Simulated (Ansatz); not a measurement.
A calculation with Ansatz (development build ahead of 0.2.0).

```yaml
crystal:
  periodic: [false, false, false]
  atoms:
    - { symbol: C, position_ang: [0.46432, 0.09334, -0.34936] }
    - { symbol: "N", position_ang: [-0.56313, -0.07851, 0.31292] }
    - { symbol: H, position_ang: [-0.52037, -0.5501, 1.1875] }
    - { symbol: H, position_ang: [0.49334, 0.57819, -1.27603] }
    - { symbol: H, position_ang: [1.43092, -0.29438, 0.06678] }
basis:
  gaussian: { orbitals: def2-SVP }
total_charge: 1
magnetization:
  spin_polarized: true
  initial_magnetization: 1
hamiltonian:
  xc: hf
correlation:
  method: mp2
  frozen_orbitals: { C: 1, H: 0, "N": 1 }
output:
  forces: true
```

The input is written out in the form of the current development build from the run's settings.

Output:

```yaml
Converged: yes
Reference_energy: -93.63218 hartree
Correlation_energy: -0.25021 hartree
Total_energy: -93.88239 hartree
Spin_squared_of_the_determinant: 0.847
Stability_test: minimum
```

Forces (eV/Å):
```tsv
atom	Fx	Fy	Fz
C1	0.069	-0.437	0.805
N2	1.998	0.002	-0.659
H3	-1.577	-0.723	1.881
H4	-0.060	1.089	-2.038
H5	-0.431	0.069	0.012
```
